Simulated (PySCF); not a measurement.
# H2Cl2: 2 × hydrogen chloride

Made of 2 × hydrogen chloride. The whole: neutral, singlet.

```
part               name  SMILES  atoms  charge  multiplicity
   1  hydrogen chloride      Cl    1–2       0             1
   2  hydrogen chloride      Cl    3–4       0             1
```

Z-matrix (Å and degrees, atoms numbered from 1):
```
Cl
H   1 1.2862
Cl  2 2.4594  1 164.29
H   3 1.2812  2 87.10  1 -0.12
```

In these coordinates H2···Cl3 is 2.459 Å. Part 2 is then moved rigidly along that line, all else held; at short range other atoms may come into contact.

The starting structure comes from a short search with a few starts; no frequency run checks that it is a minimum, and another way of binding may lie lower.

These are computed values: CCSD(T)/aug-cc-pVDZ and MP2/aug-cc-pVTZ, aug-cc-pVQZ counterpoise interaction energy, frozen core, gas phase (PySCF). The geometry comes from PBE0-D3(BJ)/def2-TZVPD.

Counterpoise energies in kcal/mol, cluster less the parts frozen as they stand in it; small is aug-cc-pVDZ, large aug-cc-pVQZ. Estimated limit: HF in aug-cc-pVQZ, MP2 correlation extrapolated as X⁻³ from aug-cc-pVTZ and aug-cc-pVQZ, and CCSD(T) less MP2 in aug-cc-pVDZ; it isn't the exact limit.

Results

```tsv
H2···Cl3 (Å)	HF large	MP2 large	SCS-MP2 large	CCSD(T) small	CCSD(T) limit est.
2.213	1.93	-1.49	-0.60	0.14	-1.10
2.336	0.76	-1.99	-1.28	-0.74	-1.68
2.459	0.03	-2.17	-1.60	-1.23	-1.93
2.582	-0.39	-2.16	-1.70	-1.45	-1.98
2.705	-0.62	-2.05	-1.67	-1.52	-1.90
3.074	-0.75	-1.50	-1.30	-1.28	-1.42
3.689	-0.50	-0.78	-0.70	-0.72	-0.74
4.918	-0.19	-0.24	-0.22	-0.22	-0.22
```

The 8 runs took 3.1 min in all, one thread each of Arm Neoverse N1 on a shared host, launched as `OMP_NUM_THREADS=1 python cluster_run.py task.json out`.
